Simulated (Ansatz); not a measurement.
Question: Name a neutral molecule of C, N, S and H with size of the dipole moment (B3LYP/def2-TZVPP) between 1.45 and 1.75 D and LUMO energy (PBE0/def2-TZVPP) between 0.40 and 0.70 eV (Ansatz, PBE0-D4/def2-TZVP geometry).

Answer: `CSC(N)N` (1.62 D, 0.67 eV). Other molecules can fit too; these were computed, each in one conformer that needn't be the lowest.

B3LYP here is the variant with VWN-RPA as its local correlation; programs differ in this.
